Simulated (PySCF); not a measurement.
Q: Give a PBE0-D3(BJ)/def2-SVP geometry of `COC1=C[C@@H]1F`.

A: 
```
atom  x, y, z in Å
C1    -1.7601    0.3765   -0.1558
O2    -0.8484   -0.4430   -0.8697
C3     0.3945   -0.4004   -0.4455
C4     1.6284   -0.8275   -0.5476
C5     1.3250    0.1265    0.5418
F6     1.2422   -0.3276    1.8462
H7    -2.7636    0.1151   -0.5119
H8    -1.6894    0.1879    0.9268
H9    -1.5704    1.4433   -0.3535
H10    2.3904   -1.4418   -1.0186
H11    1.6928    1.1645    0.5711
```

Orientation and origin are arbitrary. Atoms count from 1 in this order. The 3 C–C bonds span 1.310 Å (C3=C4, drawn double) to 1.480 Å (C4–C5, drawn single), a spread of 0.170 Å. The 3-membered ring C3–C4–C5 has internal angles of 53.0° to 64.4°. O2 (ether oxygen) is bent (angle 115.3°). The 2 C–O bonds span 1.314 Å (O2–C3, drawn single) to 1.419 Å (C1–O2, drawn single), a spread of 0.105 Å.

Bonds between heavy atoms (Å): C1–O2 1.419, O2–C3 1.314, C3=C4 1.310, C4–C5 1.480, C5–F6 1.384, C3–C5 1.455.

Theory: PBE0-D3(BJ)/def2-SVP geometry optimisation, gas phase (PySCF).

Point group: C1 (no symmetry element, even within 0.4 Å). No frequency check. The numbers are those of one conformer (C1–O2–C3–C4 178°).
